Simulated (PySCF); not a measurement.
## Working out the electron affinity of O

O⁻ [He] 2s2 2p5 (2P) → O [He] 2s2 2p4 (3P). Computed with PySCF 2.14 in def2-TZVPPD, with no relativity, point nucleus. Frozen: nothing. Energies in hartree (1 hartree = 27.21139 eV):

```json
{"part": "UHF", "O⁻ (lower)": "-74.794930", "O (upper)": "-74.815953"}
{"part": "MP2 opposite-spin", "O⁻ (lower)": "-0.176583", "O (upper)": "-0.123660"}
{"part": "MP2 same-spin", "O⁻ (lower)": "-0.055159", "O (upper)": "-0.036897"}
```

Problem. What does Hartree-Fock give?

Solution. (-74.815953) − (-74.794930) = -0.021023 hartree = -0.572 eV.

Problem. What do MP2 and SCS-MP2 (6/5 opposite-spin, 1/3 same-spin) give?

Solution. The opposite-spin parts differ by 1.440 eV and the same-spin parts by 0.497 eV. MP2: -0.572 + (1.440) + (0.497) = 1.365 eV. SCS-MP2: -0.572 + 1.2 × (1.440) + (0.497)/3 = 1.322 eV.

A first-order spin-orbit estimate adds -0.001 eV to MP2 (valence and next inner shell), giving 1.364 eV against 1.461 eV (measured; photodetachment measurements, as compiled on the Wikipedia data page of electron affinities).

What remains against the reference includes basis incompleteness and correlation beyond second order.
